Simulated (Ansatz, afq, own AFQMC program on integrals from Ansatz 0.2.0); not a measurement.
# Co⁺, quintet in def2-SVP, levels against full CI

A free Co cation.

Basis def2-SVP. Noble-gas cores (and the filled d shells of Ga–Kr and In–Xe) are frozen. AFQMC by an in-house program on the Cholesky factors that Ansatz 0.2.0 writes for its CCSD(T) run. The CISD trial takes its coefficients from CCSD amplitudes. Released means that phaseless walkers are propagated on without the constraint, phases kept. ± is one standard error of the sampling. The metal's outer-core s and p shells are frozen, which shifts wave-function levels against functionals.

Determinant: UHF, the one that the program's search chose, which needn't be the lowest solution.

Full CI on the same integrals is exact in this basis and with this determinant's frozen core.

Cautions: no relativity below Rb; outer-core shells of the metal frozen.

- T1 diagnostic: 0.0061
- weight of the determinant in the CISD state: 0.976
- ⟨S²⟩ of the determinant: 6.002
- size of the correlated space: 8 electrons in 22 orbitals

Reference: full CI, correlation energy -3.267 eV. The released energy is read at 4.20 1/Eh (meV from the phaseless value at times in 1/Eh: -1.1 ± 1.1 at 0.60, 0.5 ± 1.1 at 1.20, -0.4 ± 1.5 at 2.00, -1.0 ± 1.9 at 3.00, -4 ± 3 at 4.20).

```json
{"level": "HF", "E − E(reference) (kJ/mol)": "315.2", "share of correlation (%)": "0.00"}
{"level": "MP2", "E − E(reference) (kJ/mol)": "12.3", "share of correlation (%)": "96.10"}
{"level": "CCSD", "E − E(reference) (kJ/mol)": "5.9", "share of correlation (%)": "98.13"}
{"level": "CCSD(T)", "E − E(reference) (kJ/mol)": "-0.4", "share of correlation (%)": "100.12"}
{"level": "CCSDT", "E − E(reference) (kJ/mol)": "-0.5", "share of correlation (%)": "100.17"}
{"level": "CCSDT(Q)", "E − E(reference) (kJ/mol)": "0.0", "share of correlation (%)": "99.99"}
{"level": "CCSDTQ", "E − E(reference) (kJ/mol)": "0.0", "share of correlation (%)": "100.01"}
{"level": "ph-AFQMC/HF", "E − E(reference) (kJ/mol)": "2.5 ± 1.2", "share of correlation (%)": "99.21"}
{"level": "ph-AFQMC/CISD", "E − E(reference) (kJ/mol)": "0.1 ± 0.1", "share of correlation (%)": "99.96"}
{"level": "released AFQMC", "E − E(reference) (kJ/mol)": "-0.2 ± 0.3", "share of correlation (%)": "100.08"}
```

CCSDT and higher add their correlation energy to the determinant of the CCSD(T) run, since their own runs factorise the integrals more tightly (a shift of under 2 meV). A walk keeps the symmetry of its determinant, which the program's search chose and which needn't be the lowest solution, so a lower state of the same spin and another symmetry isn't excluded. Released energies are given only where the last usable release times agree within the noise; a slower fall can still hide under it.
